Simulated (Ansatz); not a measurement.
## PO (Phosphorus monoxide): methods side by side

The species is PO (2 atoms), meant as a doublet with charge 0. As SMILES, `O=[P]`. The shape is that of a PBE0-D4/def2-TZVP optimisation.

| atom | x (Å) | y (Å) | z (Å) |
| --- | --- | --- | --- |
| O | 0.0000 | 0.0000 | -0.0095 |
| P | 0.0000 | 0.0000 | 1.4645 |

Each level gives the energy change with the O1–P2 bond stretched from 1.474 to 1.843 Å (eV). The values are calculated.

| level | kind | program | value (eV) | less FCI/STO-3G | CPU time (all runs) |
| --- | --- | --- | --- | --- | --- |
| USVWN5/STO-3G | LDA | Ansatz | 1.21 | +0.40 | 1.7 s |
| UPBE/STO-3G | GGA | Ansatz | 1.00 | +0.19 | 2.6 s |
| U-r2SCAN/STO-3G | meta-GGA | Ansatz | 1.17 | +0.36 | 6 s |
| U-r2SCAN0/STO-3G | hybrid meta-GGA | Ansatz | 1.09 | +0.28 | 4.9 s |
| UPBE0/STO-3G | global hybrid | Ansatz | 1.22 | +0.41 | 2.2 s |
| UMP2/STO-3G | perturbation theory | Ansatz | 0.47 | -0.34 | 0.54 s |
| UBCCD(T)/STO-3G | coupled cluster or CI | Ansatz | 0.91 | +0.10 | 1.2 s |
| UCCSDT(Q)/STO-3G | coupled cluster or CI | Ansatz | 0.84 | +0.03 | 3.4 s |
| FCI/STO-3G | exact in the basis | Ansatz | 0.81 | 0.00 | 0.7 s |

FCI/STO-3G is exact within its basis and frozen core, so for wave-function methods in that basis the difference is their error; functionals converge differently with the basis, so for them it is only a difference. The first shape isn't each level's own minimum. The values span 0.47 to 1.22 eV. Spin contamination of the reference (⟨S²⟩ at least 0.1 too high) touches U-r2SCAN/STO-3G, U-r2SCAN0/STO-3G, UPBE0/STO-3G, UMP2/STO-3G, UBCCD(T)/STO-3G, UCCSDT(Q)/STO-3G. All rows use very small basis sets, so even the best lies far from the true value. Times are those of the runs behind each value, whatever else they computed, on shared processors of several kinds: orders of magnitude only.
